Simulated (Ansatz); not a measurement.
## [H···H···OH], doublet: the ladder up to UCCSDT(Q)

Geometry: a point of a hydrogen-transfer path between rigid fragments, not a stationary point.

```yaml
atoms:
  - { symbol: H, position_ang: [-2.0643, 0.0498, 0.0000] }
  - { symbol: H, position_ang: [-0.9663, 0.0498, 0.0000] }
  - { symbol: O, position_ang: [0.1647, 0.0498, 0.0000] }
  - { symbol: H, position_ang: [0.4165, -0.8901, 0.0000] }
```

Basis cc-pVTZ; Ansatz 0.2.0. Correlated methods freeze the noble-gas cores, which leaves 9 electrons in 71 orbitals. R marks a restricted (for open shells ROHF) determinant, U an unrestricted one. Active spaces: pair = (3e, 3o) about the gap; valence = (9e, 7o) chosen from the atoms' valence shells.

Full CI isn't at hand for all of this; UCCSDT(Q) serves as the reference, and is uncertain by about the last step of the cluster series. The frozen core follows each run's orbitals, which can shift R against U totals by a few meV.

The UHF ⟨S²⟩ is 0.784, the T1 diagnostic (RCCSD) is 0.0288 and the largest doubles amplitude (RCCSD) is 0.038. The T1 diagnostic (UCCSD) is 0.0160.

```
   level  E − E(RHF) (eV)
     UHF          -0.1886
    RMP2          -7.6154
    UMP2          -7.5564
   RCCSD          -7.8245
   UCCSD          -7.8349
RCCSD(T)          -8.0802
UCCSD(T)          -8.0796
```

Question: Estimate how far UCCSDT(Q) in cc-pVTZ lies from RCCSD(T). The table doesn't fix it; the size of (T) and the diagnostics are the guide.

Answer: UCCSDT(Q) in cc-pVTZ lies 0.72 mEh below RCCSD(T), which is 8 % of the (T) step (-9.40 mEh). The diagnostics are small and one determinant leads, so the series closes fast and only a small part of (T) is left.

The other levels:

```csv
level,E − E(UCCSDT(Q)) (mEh),share of correlation (%),wall time
BCCD(T),0.71,99.76,3.3 s
RCCSDT,0.55,99.82,–
UCCSDT,0.52,99.83,–
RCCSDT(Q),0.03,99.99,4.4 s (H100)
CASSCF (pair space),267.00,10.30,–
NEVPT2 (pair space),17.15,94.24,2 s (H100)
MRCISD (pair space),19.73,93.37,–
MRCISD+Q (pair space),4.89,98.36,2.1 s (H100)
CASSCF (valence space),232.64,21.85,–
NEVPT2 (valence space),33.42,88.77,1.6 s
MRCISD (valence space),14.14,95.25,–
MRCISD+Q (valence space),2.87,99.03,2 s (H100)
```

The correlation energy at UCCSDT(Q), counted from RHF, is -8.100 eV. That run took 4.1 s on 2 threads of AMD EPYC 7R13 with a shared H100 80 GB, shared host.

Times hold each run's SCF and search for its determinant on a shared host, so for small cases they say little of a method's own cost; rows without a card ran on 1 thread of AMD EPYC 7R13.

Natural occupations of CASSCF (valence space) about the gap: 1.999 1.998 1.976 1.964 1.003 0.036 0.025; effectively unpaired electrons, Σ n²(2−n)², 1.01.
